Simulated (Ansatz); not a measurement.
Computed with Ansatz (a program for electronic structure) with B3LYP-D3(BJ)/def2-TZVP. No frequencies were computed at this level.

Ansatz 0.2 input:
```yaml
crystal:
  periodic: [false, false, false]
  atoms:
    - { symbol: C, position_ang: [-0.013285, -0.033383, -0.019314] }
    - { symbol: O, position_ang: [1.292128, -0.001299, -0.142514] }
    - { symbol: H, position_ang: [-0.306135, 0.007434, 1.056148] }
    - { symbol: H, position_ang: [-0.46368, 0.918275, -0.387465] }
    - { symbol: H, position_ang: [-0.509026, -0.891027, -0.506854] }
basis:
  gaussian: { orbitals: def2-tzvp }
hamiltonian:
  xc: b3lyp
  dispersion: d3bj
relax:
  max_steps: 150
magnetization:
  spin_polarized: true
  initial_magnetization: 1
```

Output:

```
Functional definition: B3LYP
463 factors; their error is unknown
mean field evaluation 1: about -3128.6035 eV, gradient 2.8e1 eV
mean field evaluation 2: about -3127.0169 eV, gradient 3.5e1 eV
mean field evaluation 4: about -3132.0621 eV, gradient 2.4e0 eV
mean field evaluation 8: about -3132.0818 eV, gradient 2.6e-2 eV
mean field evaluation 16: about -3132.0818 eV, gradient 5.4e-5 eV
mean field evaluation 32: about -3132.0134 eV, gradient 2.2e-1 eV
mean field -3132.08175551 eV, -115.1018815136 hartree, gradient 6.2e-6 eV, S^2 0.754132; 2 other end points of the search recorded, 0 dependent functions left out
reference -3132.08195088 eV, -115.1018886935 hartree; 9, 8 occupied and 71, 72 virtual orbitals, 463 factors
relax step   1: F+E_penalty+E_count = -3132.14787596 eV  Δ(F+E_penalty+E_count) = +0.000e0 eV  max|allowed force component| = 1.844e0 eV/Å  Δτ_max = 0.0000 Å  (74 SCF iters, accepted)
these checks for a lower state are left out or cut short: starts, cluster_reference, orbital_swaps, neighbouring_geometries, increment
463 factors; their error is unknown
mean field -3132.11228906 eV, -115.1030036010 hartree, gradient 2.1e-6 eV, S^2 0.753934; 0 other end points of the search recorded, 0 dependent functions left out
reference -3132.11248280 eV, -115.1030107208 hartree; 9, 8 occupied and 71, 72 virtual orbitals, 463 factors
relax step   2: F+E_penalty+E_count = -3132.17836596 eV  Δ(F+E_penalty+E_count) = -3.049e-2 eV  max|allowed force component| = 1.114e0 eV/Å  Δτ_max = 0.0173 Å  (50 SCF iters, accepted)
these checks for a lower state are left out or cut short: starts, cluster_reference, orbital_swaps, neighbouring_geometries, increment
463 factors; their error is unknown
mean field evaluation 64: about -3132.1277 eV, gradient 1.7e-6 eV
mean field -3132.12769824 eV, -115.1035698780 hartree, gradient 1.8e-7 eV, S^2 0.753677; 0 other end points of the search recorded, 0 dependent functions left out
reference -3132.12788973 eV, -115.1035769149 hartree; 9, 8 occupied and 71, 72 virtual orbitals, 463 factors
relax step   3: F+E_penalty+E_count = -3132.19374260 eV  Δ(F+E_penalty+E_count) = -1.538e-2 eV  max|allowed force component| = 2.260e-1 eV/Å  Δτ_max = 0.0147 Å  (83 SCF iters, accepted)
these checks for a lower state are left out or cut short: starts, cluster_reference, orbital_swaps, neighbouring_geometries, increment
463 factors; their error is unknown
mean field -3132.12864452 eV, -115.1036046531 hartree, gradient 7.7e-7 eV, S^2 0.753625; 0 other end points of the search recorded, 0 dependent functions left out
reference -3132.12883552 eV, -115.1036116724 hartree; 9, 8 occupied and 71, 72 virtual orbitals, 463 factors
relax step   4: F+E_penalty+E_count = -3132.19468715 eV  Δ(F+E_penalty+E_count) = -9.445e-4 eV  max|allowed force component| = 2.027e-2 eV/Å  Δτ_max = 0.0058 Å  (82 SCF iters, accepted)
these checks for a lower state are left out or cut short: starts, cluster_reference, orbital_swaps, neighbouring_geometries, increment
463 factors; their error is unknown
mean field -3132.12867233 eV, -115.1036056752 hartree, gradient 8.6e-6 eV, S^2 0.753620; 0 other end points of the search recorded, 0 dependent functions left out
reference -3132.12886329 eV, -115.1036126925 hartree; 9, 8 occupied and 71, 72 virtual orbitals, 463 factors
relax step   5: F+E_penalty+E_count = -3132.19471717 eV  Δ(F+E_penalty+E_count) = -3.002e-5 eV  max|allowed force component| = 9.770e-3 eV/Å  Δτ_max = 0.0012 Å  (39 SCF iters, accepted)
these checks for a lower state are left out or cut short: starts, cluster_reference, orbital_swaps, neighbouring_geometries, increment
463 factors; their error is unknown
mean field evaluation 96: about -3132.1287 eV, gradient 3.1e-5 eV
mean field -3132.12867953 eV, -115.1036059398 hartree, gradient 1.1e-6 eV, S^2 0.753620; 0 other end points of the search recorded, 0 dependent functions left out
reference -3132.12887049 eV, -115.1036129575 hartree; 9, 8 occupied and 71, 72 virtual orbitals, 463 factors
relax step   6: F+E_penalty+E_count = -3132.19472435 eV  Δ(F+E_penalty+E_count) = -7.180e-6 eV  max|allowed force component| = 9.346e-3 eV/Å  Δτ_max = 0.0004 Å  (72 SCF iters, accepted)
these checks for a lower state are left out or cut short: starts, cluster_reference, orbital_swaps, neighbouring_geometries, increment
463 factors; their error is unknown
mean field -3132.12888499 eV, -115.1036134903 hartree, gradient 6.2e-6 eV, S^2 0.753624; 0 other end points of the search recorded, 0 dependent functions left out
reference -3132.12907612 eV, -115.1036205140 hartree; 9, 8 occupied and 71, 72 virtual orbitals, 463 factors
relax step   7: F+E_penalty+E_count = -3132.19492984 eV  Δ(F+E_penalty+E_count) = -2.055e-4 eV  max|allowed force component| = 1.102e-1 eV/Å  Δτ_max = 0.0072 Å  (51 SCF iters, accepted)
these checks for a lower state are left out or cut short: starts, cluster_reference, orbital_swaps, neighbouring_geometries, increment
463 factors; their error is unknown
mean field evaluation 128: about -3132.1294 eV, gradient 5.7e-6 eV
mean field -3132.12943231 eV, -115.1036336038 hartree, gradient 5.7e-6 eV, S^2 0.753631; 0 other end points of the search recorded, 0 dependent functions left out
reference -3132.12962374 eV, -115.1036406389 hartree; 9, 8 occupied and 71, 72 virtual orbitals, 463 factors
relax step   8: F+E_penalty+E_count = -3132.19547676 eV  Δ(F+E_penalty+E_count) = -5.469e-4 eV  max|allowed force component| = 2.296e-1 eV/Å  Δτ_max = 0.0112 Å  (51 SCF iters, accepted)
these checks for a lower state are left out or cut short: starts, cluster_reference, orbital_swaps, neighbouring_geometries, increment
463 factors; their error is unknown
mean field -3132.11862624 eV, -115.1032364880 hartree, gradient 4.9e-6 eV, S^2 0.753663; 0 other end points of the search recorded, 0 dependent functions left out
reference -3132.11881849 eV, -115.1032435530 hartree; 9, 8 occupied and 71, 72 virtual orbitals, 463 factors
relax step   9: F+E_penalty+E_count = -3132.18466418 eV  Δ(F+E_penalty+E_count) = +1.081e-2 eV  max|allowed force component| = 5.330e-1 eV/Å  Δτ_max = 0.0340 Å  (55 SCF iters, rejected (line search))
these checks for a lower state are left out or cut short: starts, cluster_reference, orbital_swaps, neighbouring_geometries, increment
463 factors; their error is unknown
mean field -3132.13263658 eV, -115.1037513585 hartree, gradient 2.4e-6 eV, S^2 0.753620; 0 other end points of the search recorded, 0 dependent functions left out
reference -3132.13282836 eV, -115.1037584065 hartree; 9, 8 occupied and 71, 72 virtual orbitals, 463 factors
relax step  10: F+E_penalty+E_count = -3132.19868067 eV  Δ(F+E_penalty+E_count) = -3.204e-3 eV  max|allowed force component| = 1.911e-1 eV/Å  Δτ_max = 0.0170 Å  (55 SCF iters, accepted)
these checks for a lower state are left out or cut short: starts, cluster_reference, orbital_swaps, neighbouring_geometries, increment
463 factors; their error is unknown
mean field evaluation 160: about -3132.1320 eV, gradient 4.1e-2 eV
mean field -3132.12917768 eV, -115.1036242462 hartree, gradient 1.3e-5 eV, S^2 0.753687; 0 other end points of the search recorded, 0 dependent functions left out
reference -3132.12936974 eV, -115.1036313046 hartree; 9, 8 occupied and 71, 72 virtual orbitals, 463 factors
relax step  11: F+E_penalty+E_count = -3132.19522940 eV  Δ(F+E_penalty+E_count) = +3.451e-3 eV  max|allowed force component| = 2.627e-1 eV/Å  Δτ_max = 0.0193 Å  (49 SCF iters, rejected (line search))
these checks for a lower state are left out or cut short: starts, cluster_reference, orbital_swaps, neighbouring_geometries, increment
463 factors; their error is unknown
mean field -3132.13410362 eV, -115.1038052715 hartree, gradient 7.7e-6 eV, S^2 0.753631; 0 other end points of the search recorded, 0 dependent functions left out
reference -3132.13429538 eV, -115.1038123182 hartree; 9, 8 occupied and 71, 72 virtual orbitals, 463 factors
relax step  12: F+E_penalty+E_count = -3132.20014877 eV  Δ(F+E_penalty+E_count) = -1.468e-3 eV  max|allowed force component| = 8.406e-2 eV/Å  Δτ_max = 0.0076 Å  (50 SCF iters, accepted)
these checks for a lower state are left out or cut short: starts, cluster_reference, orbital_swaps, neighbouring_geometries, increment
463 factors; their error is unknown
mean field evaluation 192: about -3132.1344 eV, gradient 2.0e-5 eV
mean field -3132.13438637 eV, -115.1038156621 hartree, gradient 9.9e-6 eV, S^2 0.753631; 0 other end points of the search recorded, 0 dependent functions left out
reference -3132.13457802 eV, -115.1038227051 hartree; 9, 8 occupied and 71, 72 virtual orbitals, 463 factors
relax step  13: F+E_penalty+E_count = -3132.20043136 eV  Δ(F+E_penalty+E_count) = -2.826e-4 eV  max|allowed force component| = 2.547e-2 eV/Å  Δτ_max = 0.0083 Å  (49 SCF iters, accepted)
these checks for a lower state are left out or cut short: starts, cluster_reference, orbital_swaps, neighbouring_geometries, increment
463 factors; their error is unknown
mean field -3132.13447935 eV, -115.1038190792 hartree, gradient 2.6e-6 eV, S^2 0.753637; 0 other end points of the search recorded, 0 dependent functions left out
reference -3132.13467100 eV, -115.1038261222 hartree; 9, 8 occupied and 71, 72 virtual orbitals, 463 factors
relax step  14: F+E_penalty+E_count = -3132.20052615 eV  Δ(F+E_penalty+E_count) = -9.479e-5 eV  max|allowed force component| = 1.908e-2 eV/Å  Δτ_max = 0.0034 Å  (50 SCF iters, accepted)
these checks for a lower state are left out or cut short: starts, cluster_reference, orbital_swaps, neighbouring_geometries, increment
463 factors; their error is unknown
mean field -3132.13449632 eV, -115.1038197029 hartree, gradient 9.5e-7 eV, S^2 0.753629; 0 other end points of the search recorded, 0 dependent functions left out
reference -3132.13468793 eV, -115.1038267444 hartree; 9, 8 occupied and 71, 72 virtual orbitals, 463 factors
relax step  15: F+E_penalty+E_count = -3132.20054400 eV  Δ(F+E_penalty+E_count) = -1.785e-5 eV  max|allowed force component| = 7.102e-3 eV/Å  Δτ_max = 0.0010 Å  (45 SCF iters, accepted)
463 factors; their error is unknown
mean field evaluation 224: about -3132.1345 eV, gradient 9.5e-7 eV
mean field evaluation 256: about -3132.0667 eV, gradient 2.1e-1 eV
mean field -3132.13449632 eV, -115.1038197029 hartree, gradient 9.5e-7 eV, S^2 0.753629; 3 other end points of the search recorded, 0 dependent functions left out
reference -3132.13468793 eV, -115.1038267444 hartree; 9, 8 occupied and 71, 72 virtual orbitals, 463 factors
Total energy: -3132.20073561 eV, -115.1062539519 hartree
Atom 0 at    -0.035278    -0.035341     0.023198 Å, force    -0.005808    -0.001616     0.000410 eV/Å
Atom 1 at     1.311856     0.021545    -0.170894 Å, force     0.007102     0.000406    -0.001062 eV/Å
Atom 2 at    -0.323737    -0.016318     1.083630 Å, force    -0.000527     0.001542     0.000461 eV/Å
Atom 3 at    -0.435333     0.896133    -0.424721 Å, force    -0.000483    -0.000994     0.001055 eV/Å
Atom 4 at    -0.517506    -0.866020    -0.511213 Å, force    -0.000284     0.000662    -0.000863 eV/Å
Dipole moment:    -0.428996     0.023218     0.039701 e Å
```

Cost: roughly 50 core-seconds.
